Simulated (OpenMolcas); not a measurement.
**Setting up AlSiH4Cl (SMILES [SiH3][AlH][Cl]) in OpenMolcas**

The species is AlSiH4Cl (7 atoms), meant as a singlet with charge 0. SMILES: `[SiH3][AlH][Cl]`. The coordinates come from a PBE0-D4/def2-TZVP relaxation.

```xyz
7

Si   -0.8612    0.5825   -0.3112
Al    1.0948   -0.6124    0.5431
Cl    1.7834   -2.2231   -0.6229
H    -2.0127   -0.3518   -0.4553
H    -0.5676    1.1547   -1.6551
H    -1.2766    1.6961    0.5863
H     1.9011   -0.3140    1.8695
```

Settings wanted:

```json
{
  "method": "CCSD(T)",
  "reference": "RHF",
  "relativity": "none",
  "integral approximation": "CD high",
  "basis set": "aug-cc-pVDZ",
  "task": "energy",
  "frozen core orbitals": "15",
  "nucleus": "point",
  "cc max iter": "80",
  "cc conv": "1e-08",
  "module": "chcc",
  "SCF convergence threshold": "1e-10"
}
```

**Question.** Write the OpenMolcas 26.06 input and the command.

**Answer.** One that was run (others would do as well):

mol.xyz:
```
7

Si    -0.861200     0.582500    -0.311200
Al     1.094800    -0.612400     0.543100
Cl     1.783400    -2.223100    -0.622900
H     -2.012700    -0.351800    -0.455300
H     -0.567600     1.154700    -1.655100
H     -1.276600     1.696100     0.586300
H      1.901100    -0.314000     1.869500
```

run.inp:
```
* AlClH4Si CCSD(T)

&GATEWAY
  BasLib
  $CurrDir
  Coord
  mol.xyz
  Basis
  aug-cc-pVDZ
  Group
  NoSym

&SEWARD
  High

&SCF
  Thresholds
  1e-10 1e-07 1e-07 1e-05
  PrOrbitals
  0

&CHCC
  Frozen
  15
  Threshold
  1e-08
  MaxIterations
  80

&CHT3
  Frozen
  15
```

```bash
$ export MOLCAS_MEM=1860
$ pymolcas run.inp > run.log
```

(Basis files named in the input come from the Basis Set Exchange and aren't shown.)

Calculated total energy: -993.12495 Eh.
